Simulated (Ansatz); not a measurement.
## Worked example: C5H12O → C4H9 + CH3O

Species: C5H12O (neopentyl alcohol) `CC(C)(C)CO`, singlet; C4H9 `C[C](C)C`, doublet; CH3O (hydroxymethyl radical) `[CH2]O`, doublet. 

Shapes, held fixed at every level: PBE0-D4/def2-TZVP. Flexible molecules stand in one conformer, not always the lowest. Programs: Ansatz 0.2.0. Electronic energies: no zero-point or thermal term.

At CCSD(T)/CBS estimate; 1 Eh = 2625.50 kJ/mol:

| species | energy (Eh) |
| --- | --- |
| C5H12O | -272.671627 |
| C4H9 | -157.576432 |
| CH3O | -114.951340 |

Work out ΔE of the reaction at this level.


1. Products less reactants: (-157.576432) + (-114.951340) − [(-272.671627)] = 0.143855 Eh = +377.7 kJ/mol.

Other levels give +342.9 (B2PLYP/def2-TZVPP) to +392.6 kJ/mol (MP2/def2-SVP). No measured value is set beside it here. Open shells run unrestricted unless RO is named. The CBS estimate extrapolates MP2 from def2-TZVPP and def2-QZVPP and adds CCSD(T) − MP2 in the triple-zeta set, cores frozen.
